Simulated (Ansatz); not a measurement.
## HAlSi, triplet: stretch scan

Starting geometry (PBE0/def2-TZVP stationary point for this spin, not checked as a minimum):

| atom | x (Å) | y (Å) | z (Å) |
| --- | --- | --- | --- |
| Si | 0.0000 | 0.0000 | 2.0886 |
| Al | 0.0000 | 0.0000 | -0.2449 |
| H | 0.0000 | 0.0000 | -1.8437 |

From there Al2, H3 move together along the line of the two atoms named below, all else staying in place; atoms are numbered as listed. Energies are in kJ/mol, counted from the starting geometry at the same level. Kohn–Sham curves are unrestricted where that lies lower.

Basis 6-31G; Ansatz 0.2.0. Correlated methods freeze the noble-gas cores. Prefix R: restricted or restricted open-shell reference; prefix U: unrestricted.

Full CI is exact within this basis and frozen core; it isn't the basis-set limit. The frozen core follows each run's orbitals, which can shift R against U totals by a few meV.

```json
{"distance Si1-Al2 (Å)": "1.890", "full CI": "255.2", "curve A": "231.1", "curve B": "248.4", "curve C": "238.3", "curve D": "255.6"}
{"distance Si1-Al2 (Å)": "2.106", "full CI": "68.3", "curve A": "57.8", "curve B": "63.9", "curve C": "59.9", "curve D": "70.2"}
{"distance Si1-Al2 (Å)": "2.333", "full CI": "0.0", "curve A": "0.0", "curve B": "0.0", "curve C": "0.0", "curve D": "0.0"}
{"distance Si1-Al2 (Å)": "2.557", "full CI": "-5.1", "curve A": "2.5", "curve B": "2.4", "curve C": "-2.3", "curve D": "-7.6"}
{"distance Si1-Al2 (Å)": "2.847", "full CI": "23.2", "curve A": "38.0", "curve B": "37.0", "curve C": "17.3", "curve D": "18.4"}
{"distance Si1-Al2 (Å)": "3.233", "full CI": "67.5", "curve A": "90.1", "curve B": "75.8", "curve C": "41.2", "curve D": "63.1"}
{"distance Si1-Al2 (Å)": "3.724", "full CI": "101.4", "curve A": "133.2", "curve B": "103.2", "curve C": "59.7", "curve D": "98.6"}
{"distance Si1-Al2 (Å)": "4.372", "full CI": "119.2", "curve A": "158.6", "curve B": "119.4", "curve C": "71.7", "curve D": "107.5"}
{"distance Si1-Al2 (Å)": "5.052", "full CI": "126.1", "curve A": "168.4", "curve B": "126.4", "curve C": "77.1", "curve D": "105.8"}
{"distance Si1-Al2 (Å)": "6.404", "full CI": "130.3", "curve A": "173.1", "curve B": "130.7", "curve C": "80.6", "curve D": "101.3"}
{"distance Si1-Al2 (Å)": "7.962", "full CI": "131.3", "curve A": "173.9", "curve B": "131.8", "curve C": "81.7", "curve D": "99.6"}
```

**Question.** The curves come from B3LYP, RHF, RPA-PBE, UMP2. Compare each with full CI and say which is which.

**Answer.** A: B3LYP, B: UMP2, C: RHF, D: RPA-PBE. Spread of the error against full CI, over the points where both stand: A 66.9, B 20.7, C 52.5, D 33.6 kJ/mol. B3LYP at 7.962 Å lies 42.6 kJ/mol (32 %) above the reference in this basis.

In so small a basis the reference is far from its limit while semilocal and hybrid functionals are nearer theirs (RPA and double hybrids share much of the reference's basis error), so the functionals' errors here hold much of the reference's basis and frozen-core error, which can add to them or hide them.
